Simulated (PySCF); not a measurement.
# Indirect couplings

Molfile (atoms numbered from 1):
```
C3O
     RDKit          3D

  4  3  0  0  0  0  0  0  0  0999 V2000
    1.8055    0.0599   -0.8334 C   0  0  0  0  0  2  0  0  0  0  0  0
    0.5958    0.0160   -0.4265 C   0  0  0  0  0  0  0  0  0  0  0  0
   -0.6376   -0.0296   -0.0077 C   0  0  0  0  0  0  0  0  0  0  0  0
   -1.7252   -0.0690    0.3611 O   0  0  0  0  0  0  0  0  0  0  0  0
  1  2  2  0
  2  3  2  0
  3  4  2  0
M  RAD  1   1   3
M  END
```

Couplings: B3LYP/pcJ-1 in PySCF 2.14.0 with density-fitted response routines, geometry PBE0-D3(BJ)/def2-SVP; gas phase, one conformer, non-relativistic. Couplings are averaged over pairs made equivalent by symmetry, fast rotation or ring inversion, so a value needn't be that of the named pair in this geometry, while other rotamers aren't included; one pair stands for each set, and the list holds those of at least 1.5 Hz over up to four bonds.

Isotopes: ¹³C, ¹⁷O. Couplings to quadrupolar nuclei such as 17O and 33S are rarely resolved in practice.

| pair | bonds | J (Hz) |
| --- | --- | --- |
| C1, C2 | 1 | 28.8 |
| C2, C3 | 1 | 170.8 |
| C3, O4 | 1 | 8.6 |
| C1, C3 | 2 | 11.5 |
| C2, O4 | 2 | ? |
| C1, O4 | 3 | ? |

Q: Estimate the withheld couplings, with signs.

A: 
- ²J(C2,O4) = 5.6 Hz (angle at C3 180°)
- ³J(C1,O4) = -26.5 Hz
